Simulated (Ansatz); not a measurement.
# NHCl (quartet): from Hartree-Fock to the top rungs at distance Cl1–H2 along a hydrogen transfer = 1.369 Å, 6-31G

Aim: climb from Hartree-Fock through coupled cluster and multireference methods for NHCl (quartet) at one geometry and basis, and see what each rung misses.

The runs use Ansatz 0.2.0, Gaussian basis; 6-31G, core rule «outside noble gas», up to 6 orbitals frozen.

The runs, in order: UHF; CCSD(T) on ROHF; CCSD(T) on UHF; BCCD(T) on ROHF; CISD; CCSDT(Q) on ROHF; CCSDT(Q) on UHF; CASSCF and MRCISD+Q, 5 electrons in 5 orbitals; CASSCF and NEVPT2, 5 electrons in 5 orbitals; CASSCF and MRCISD+Q, 13 electrons in 9 orbitals; CASSCF and NEVPT4(SD), 13 electrons in 9 orbitals; CASSCF and NEVPT2, 13 electrons in 9 orbitals.

## (1) The geometry

The geometry derives from fragments relaxed apart (PBE0/def2-TZVP) and kept rigid, so it is no stationary point. A hydrogen atom is moved between rigid fragments.

3 atoms, charge 0, spin multiplicity 4.

Atoms are counted from 1 here; the program's logs count them from 0.

Bond lengths: Cl1–H2 1.369 Å, H2–N3 1.265 Å. Angles: Cl1–H2–N3 180.0°.

## (2) UHF

in.yaml

```yaml
crystal:
  periodic: [false, false, false]
  atoms:
    - {symbol: Cl, position_ang: [0.000000, 0.000000, -1.334333]}
    - {symbol: H, position_ang: [0.000000, 0.000000, 0.034667]}
    - {symbol: N, position_ang: [0.000000, 0.000000, 1.299667]}
basis:
  gaussian: {orbitals: 6-31G}
magnetization: {spin_polarized: true, initial_magnetization: 3}
hamiltonian: {xc: hf}
output: {orbitals: {seedname: orbitals}}
```

Started as:

```console
$ ansatz run in.yaml --threads 1 --pin off --events-out ev --progress --plain --max-ram 3968MiB --backend cpu
```

Further steps of the session: CCSD(T) on ROHF; CCSD(T) on UHF; BCCD(T) on ROHF; CISD; CCSDT(Q) on ROHF; CCSDT(Q) on UHF; CASSCF and MRCISD+Q, 5 electrons in 5 orbitals; CASSCF and NEVPT2, 5 electrons in 5 orbitals; CASSCF and MRCISD+Q, 13 electrons in 9 orbitals; CASSCF and NEVPT4(SD), 13 electrons in 9 orbitals; CASSCF and NEVPT2, 13 electrons in 9 orbitals.

Q: Predict the results of all the runs planned. Wanted: UCCSDT(Q) below the RHF energy; RMP2 from UCCSDT(Q); UMP2 from UCCSDT(Q); RCCSD from UCCSDT(Q); RCCSD(T) from UCCSDT(Q); UCCSD(T) from UCCSDT(Q); RCCSDT(Q) from UCCSDT(Q); NEVPT2 pair from UCCSDT(Q); MRCISD+Q pair from UCCSDT(Q).

The runs gave:

| quantity | value |
| --- | --- |
| UCCSDT(Q) below the RHF energy | -3.0120 eV |
| RMP2 from UCCSDT(Q) | +14.08 kcal/mol |
| UMP2 from UCCSDT(Q) | +12.84 kcal/mol |
| RCCSD from UCCSDT(Q) | +1.23 kcal/mol |
| RCCSD(T) from UCCSDT(Q) | +0.30 kcal/mol |
| UCCSD(T) from UCCSDT(Q) | +0.27 kcal/mol |
| RCCSDT(Q) from UCCSDT(Q) | +0.05 kcal/mol |
| NEVPT2 pair from UCCSDT(Q) | +11.41 kcal/mol |
| MRCISD+Q pair from UCCSDT(Q) | +0.92 kcal/mol |
| NEVPT2 valence from UCCSDT(Q) | +13.26 kcal/mol |
| levels within 1 kcal/mol (43 meV) | RCCSD(T), UCCSD(T), BCCD(T), RCCSDT, UCCSDT, RCCSDT(Q), MRCISD+Q pair, MRCISD+Q valence |
| T1 diagnostic | 0.028 |
| effectively unpaired electrons | 3.01 |

RCCSD(T) lands +0.30 kcal/mol from the yardstick (0.4 % of the correlation energy). One determinant dominates. Of the multireference levels listed MRCISD+Q valence comes nearest in total energy (+0.75 kcal/mol), which doesn't show that its space is the better one. These misses are within one basis, not against nature; the frozen cores of restricted and unrestricted runs differ, which can shift their rows.
